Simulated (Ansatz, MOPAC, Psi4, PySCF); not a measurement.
System: C$_{4}$H$_{3}$O (charge 0, doublet). SMILES: o1cc[c]c1
Geometry from a B3LYP-D3(BJ)/def2-TZVP (Ansatz, an electronic-structure program) optimisation:
```xyz
8

O     -0.0097     0.0456     1.1033
C      0.0018     1.1554     0.2916
C     -0.0066    -1.0484     0.2916
C      0.0115     0.7284    -0.9837
C      0.0065    -0.6903    -1.0201
H      0.0010     2.1112     0.7805
H     -0.0146    -2.0017     0.7902
H      0.0116    -1.3451    -1.8736
```
Charge 0, spin multiplicity 2.

Quantity: size of the dipole moment, in D. Conventions: spin-orbit terms left out; UHF or UKS for open shells; 6-311+G** with 5d; non-relativistic; 6-31G* and kin with 6d, 5d where marked; no dispersion term unless named. Ab initio and DFT rows: single points at B3LYP-D3(BJ) geometries (Ansatz). Semi-empirical rows: dipoles at the shared geometry.

| level | program | size of the dipole moment (D) |
|---|---|---|
| PM3 | MOPAC | 3.43 |
| PBE/STO-3G | Ansatz | 0.43 |
| PBE/3-21G | Ansatz | 0.59 |
| B3LYP/STO-3G | Ansatz | 0.34 |
| B3LYP/6-31G* | Ansatz | 0.55 |
| M06-2X/6-31G* (5d) | PySCF | 0.53 |
| M06-2X/6-311+G** | PySCF | 0.61 |
| wB97X-D/6-31G* | Psi4 | 0.58 |
| wB97X-D/6-311+G** | Psi4 | 0.64 |
| B3PW91/6-31G* (5d) | PySCF | 0.56 |

No value to compare with is used here. The 10 habitual levels span 0.34 (B3LYP/STO-3G) to 3.43 D (PM3).

The levels are drawn from those run, B3LYP/6-31G* more often than the rest, none by its result; runs whose electronic state is in doubt are left out.
